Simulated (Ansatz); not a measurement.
For Ga (model structure, started from the dhcp type, P6₃/mmc, No. 194, 4 atoms in the cell), PBE (Ansatz, a first-principles code, PAW) gives:

* **lattice parameter a**: 2.986 Å
* **c axis length**: 9.824 Å

What does PBE-D3(BJ) in Ansatz (PAW) give for the same quantities?


- lattice constant a: 2.934 Å (decreases by 1.7 %)
- lattice parameter c: 9.647 Å (falls by 1.8 %)

Changes are worked out from the printed values.

Unless a cell is named, each level is at its own relaxed cell (PBE 18.97, PBE-D3(BJ) 17.98 Å³/atom).

Ansatz's density-functional and Hartree–Fock values are scalar-relativistic unless marked +SOC, with PAW data made under PBE.

A model structure was made by putting elements into a prototype or built by hand; it is no filed structure, need not be a known phase, and can be a saddle point held by its symmetry.
